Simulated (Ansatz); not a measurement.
This geometry of CH2O + CH3 (8 atoms, charge 0, multiplicity 2) is a first-order saddle point.

Computed with Ansatz, UKS CAM-B3LYP-D4/6-31G*.

```xyz
8
Properties=species:S:1:pos:R:3
C -0.589 -0.395 -0.897
O 0.187 -1.192 -1.410
C 0.555 0.377 0.851
H -0.695 0.639 -1.274
H -1.394 -0.725 -0.214
H -0.172 1.069 1.262
H 1.401 0.790 0.315
H 0.708 -0.563 1.367
```

(1) Which two structures does it join? (They come from a converged band through this point; their orientation in space is the band's.)

(2) How far does it lie above each of them?

Results:

(1) Bonds formed: C1–C3. CH2O + CH3 becomes C2H5O.

First end point:

```xyz
8
Properties=species:S:1:pos:R:3
C -0.760 -0.563 -1.218
O -0.098 -1.458 -1.674
C 0.741 0.560 1.198
H -0.654 0.486 -1.557
H -1.529 -0.731 -0.439
H -0.036 1.126 1.696
H 1.449 1.067 0.557
H 0.887 -0.486 1.437
```

Last end point:

```xyz
8
Properties=species:S:1:pos:R:3
C -0.408 -0.241 -0.557
O 0.244 -1.138 -1.360
C 0.404 0.272 0.623
H -0.700 0.590 -1.230
H -1.373 -0.677 -0.239
H -0.161 1.013 1.197
H 1.331 0.733 0.273
H 0.665 -0.553 1.293
```

(2) 11.0 kJ/mol above the first and 101.8 kJ/mol above the second. This is the barrier of this one path; another mechanism may lie lower.

Run time: 5.8 min on 2 threads of Intel(R) Xeon(R) Platinum 8375C CPU @ 2.90GHz (Ice Lake), with other jobs on the host, peak memory 0.2 GiB.
